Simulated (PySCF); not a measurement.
# Working out the electron affinity of O

O⁻ [He] 2s2 2p5 (2P) → O [He] 2s2 2p4 (3P). Computed with PySCF 2.14 in aug-cc-pwCVQZ (9s8p6d4f2g, 109 functions), with no relativity, point nucleus. Frozen: nothing. Energies in hartree (1 hartree = 27.21139 eV):

```
             part  O⁻ (lower)   O (upper)
              UHF  -74.796611  -74.817656
MP2 opposite-spin   -0.230673   -0.173142
    MP2 same-spin   -0.063987   -0.045431
```

Problem. What does Hartree-Fock give?

Solution. (-74.817656) − (-74.796611) = -0.021045 hartree = -0.573 eV.

Problem. What do MP2 and SCS-MP2 (6/5 opposite-spin, 1/3 same-spin) give?

Solution. The opposite-spin parts differ by 1.565 eV and the same-spin parts by 0.505 eV. MP2: -0.573 + (1.565) + (0.505) = 1.497 eV. SCS-MP2: -0.573 + 1.2 × (1.565) + (0.505)/3 = 1.473 eV.

A first-order spin-orbit estimate adds -0.001 eV to MP2 (valence and next inner shell), giving 1.496 eV against 1.461 eV (measured; photodetachment measurements, as compiled on the Wikipedia data page of electron affinities).

What remains against the reference includes basis incompleteness and correlation beyond second order.
